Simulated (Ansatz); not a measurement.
Relaxed structures of CH₆AlSi (charge -1), closed shell (PBE0-D4/def2-TZVPD; forces vanish, vibrations not checked; lower isomers may exist, and structures with a doubtful reference or unclear bonds are left out; Å). Computed with Ansatz 0.2.0 (basis: def2-TZVPPD); correlated methods freeze the cores.

Q: Rank them by CCSD(T) energy, lowest first, and give each one's height above the lowest. Links in brackets join atoms within 1.22 times the sum of their covalent radii (1.1 for two metals). (Judge from chemistry; the value comes from the calculation.)
A.
CH₆AlSi ([CH2][SiH][AlH3]), total charge -1
```
9
angstrom
C -1.0989 1.0403 -1.4125
Al 0.7464 -1.3078 1.0422
Si 0.0053 0.7932 -0.1028
H -1.6105 0.2070 -1.8886
H -1.3425 2.0153 -1.8283
H 0.5316 2.1506 0.3181
H 2.3646 -1.3844 0.8605
H -0.0246 -2.5439 0.3192
H 0.3384 -1.1449 2.6120
```
B.
CH₆AlSi ([CH2][AlH][SiH3]), total charge -1
```
9
angstrom
C -1.1404 1.0152 -1.4569
Al 0.0587 1.0007 -0.0714
Si 0.7113 -1.1500 0.9796
H -1.5954 0.1065 -1.8554
H -1.4868 1.9095 -1.9789
H 0.7952 2.2788 0.6026
H 2.1797 -1.4980 0.9336
H 0.0599 -2.3732 0.3926
H 0.4178 -1.2895 2.4541
```
C.
CH₆AlSi ([CH3][AlH][SiH2]), total charge -1
```
9
angstrom
C -1.1285 1.2254 -1.3848
Al 0.0622 0.8258 0.1745
Si 0.8281 -1.3396 0.7628
H -1.6161 0.3292 -1.7809
H -0.5715 1.6976 -2.2040
H 0.7915 2.2150 0.6368
H -1.9154 1.9333 -1.0934
H -0.4001 -2.2354 0.7021
H 1.0946 -1.3051 2.2586
```

A: Computed: C (0.0 kJ/mol), A (22.9 kJ/mol), B (49.4 kJ/mol). Heights count from the lowest.

The T1 diagnostic stays at or below 0.018. The restricted Hartree–Fock reference is unstable towards an unrestricted one at one or more of these structures.

For scale, one of the runs: CCSD(T)/def2-TZVPPD, 235 basis functions, launched by `ansatz run in.yaml --threads 2 --pin off --events-out ev --progress --plain --max-ram 4352MiB`. The run took 99 s on 2 CPU threads of an Arm Neoverse V1 (shared host), with 3.9 GiB of host memory at its peak.
